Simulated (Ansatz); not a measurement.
`CC/N=C\F`. The species carries charge 0 and has multiplicity 1.

```csv
atom,x (Å),y (Å),z (Å)
C1,-1.391,-0.642,0.102
C2,0.045,-0.516,-0.372
N3,0.417,0.881,-0.459
C4,1.401,1.333,0.141
F5,2.240,0.616,0.918
H6,-1.702,-1.689,0.096
H7,-1.499,-0.260,1.119
H8,-2.061,-0.075,-0.546
H9,0.129,-0.928,-1.383
H10,0.714,-1.092,0.275
H11,1.708,2.374,0.108
```

(1) List the harmonic frequencies (cm⁻¹, unscaled) at PBE0-D4/def2-TZVP in Ansatz. (Estimate.)

(2) Is this a minimum?

(3) Give the ideal-gas thermochemistry at 298.15 K and 1 bar (rigid rotor, harmonic oscillator; point group C1, symmetry number 1).

(4) And at 400, 500, 600, 800 and 1000 K?

(5) Rotational constants (cm⁻¹)?

Results:

(1) The calculation gave: 36, 216, 269, 324, 544, 720, 818, 877, 941, 1050, 1082, 1127, 1172, 1301, 1366, 1386, 1404, 1480, 1489, 1505, 1812, 3045, 3057, 3084, 3134, 3142, 3199.

(2) Yes, all 27 modes are real.

(3) Zero-point energy 236.7 kJ/mol; H(298) − E = 254.2 kJ/mol; entropy 320.0 J/(mol·K), of which translation 162.7, rotation 107.0, vibration 50.3; G(298) − E = 158.8 kJ/mol. Modes under 100 cm⁻¹ are hindered rotations or soft bends, so the harmonic entropy is rough.

(4) 
```
T (K)  H − E (kJ/mol)  S (J/mol/K)  G − E (kJ/mol)
  400           264.0        348.3           124.7
  500           275.8        374.4            88.6
  600           289.3        399.0            49.9
  800           320.8        444.1           -34.5
 1000           356.8        484.2          -127.4
```

(5) 0.4401, 0.09617, 0.08786.
